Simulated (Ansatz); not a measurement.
**C2H3FO (singlet): the correlation ladder, 6-31G**

The task here is to estimate one member of a computed series from the others.

Program: Ansatz 0.2.0, Gaussian basis. Level of theory: 6-31G, core rule «outside noble gas», up to 4 orbitals frozen. These are calculated values, not measurements.

The runs, in order: UHF; CCSD(T) on RHF; BCCD(T) on RHF; CISD; CCSDT(Q) on RHF; CASSCF and MRCISD+Q, 8 electrons in 8 orbitals; CASSCF and NEVPT2, 8 electrons in 8 orbitals.

20 further runs of the same task are left out: 2 that didn't finish, 18 set aside as unsound or not needed.

### What is computed

The geometry is an MP2(full)/6-31G* stationary point (not a proven minimum).

7 atoms, charge 0, spin multiplicity 1.

Atoms are counted from 1 here; the program's logs count them from 0.

Bond lengths: C1–O2 1.198 Å, C1–F3 1.368 Å, C1–C4 1.493 Å, C4–H5 1.088 Å, C4–H6 1.092 Å, C4–H7 1.092 Å. Angles: O2–C1–F3 120.7°, O2–C1–C4 129.3°, F3–C1–C4 110.1°, C1–C4–H5 109.7°, C1–C4–H6 109.4°, C1–C4–H7 109.4°, H5–C4–H6 110.3°, H5–C4–H7 110.3°, H6–C4–H7 107.7°.

As a file:

```xyz
7
charge 0, multiplicity 1
C     0.0820    0.1378    0.0000
O     0.2086    1.3286    0.0000
F    -1.1620   -0.4314    0.0000
C     1.1314   -0.9248    0.0000
H     2.1179   -0.4657    0.0000
H     1.0068   -1.5570    0.8815
H     1.0068   -1.5570   -0.8815
```

Set-up of the first run:

Input file in.yaml:

```yaml
crystal:
  periodic: [false, false, false]
  atoms:
    - {symbol: C, position_ang: [0.081969, 0.137779, 0.000000]}
    - {symbol: O, position_ang: [0.208620, 1.328582, 0.000000]}
    - {symbol: F, position_ang: [-1.161981, -0.431362, 0.000000]}
    - {symbol: C, position_ang: [1.131423, -0.924841, 0.000000]}
    - {symbol: H, position_ang: [2.117852, -0.465716, 0.000000]}
    - {symbol: H, position_ang: [1.006838, -1.557024, 0.881549]}
    - {symbol: H, position_ang: [1.006838, -1.557024, -0.881549]}
basis:
  gaussian: {orbitals: 6-31G}
magnetization: {spin_polarized: true, initial_magnetization: 0}
hamiltonian: {xc: hf}
output: {orbitals: {seedname: orbitals}}
```

Started as:

```console
> ansatz run in.yaml --threads 1 --pin off --events-out ev --progress --plain --max-ram 4096MiB --backend cpu
```

Among the steps run: UHF; CCSD(T) on RHF; BCCD(T) on RHF; CISD; CCSDT(Q) on RHF; CASSCF and MRCISD+Q, 8 electrons in 8 orbitals; CASSCF and NEVPT2, 8 electrons in 8 orbitals.

One table of the session follows, with a row left open; its other results are not shown here.

```
           method  from RCCSDT(Q) (kJ/mol)
              RHF                  +1198.7
             RMP2                    +71.6
             CISD                        ?
            RCCSD                    +37.1
         RCCSD(T)                     +5.4
          BCCD(T)                     +4.7
           RCCSDT                     +3.9
        RCCSDT(Q)                        0
  CASSCF frontier                   +833.9
  NEVPT2 frontier                   +109.6
  MRCISD frontier                    +88.1
MRCISD+Q frontier                    +18.1
```

**Question.** Estimate the row for CISD.

As computed: from RCCSDT(Q) (kJ/mol): +170.4. In the column «from RCCSDT(Q) (kJ/mol)» it lies between NEVPT2 frontier (+109.6) and CASSCF frontier (+833.9).

With the free atoms at the same levels and basis (separate runs), the atomisation energy is 25.509 eV at RCCSDT(Q), 25.467 eV at RCCSD(T), 19.041 eV at RHF.
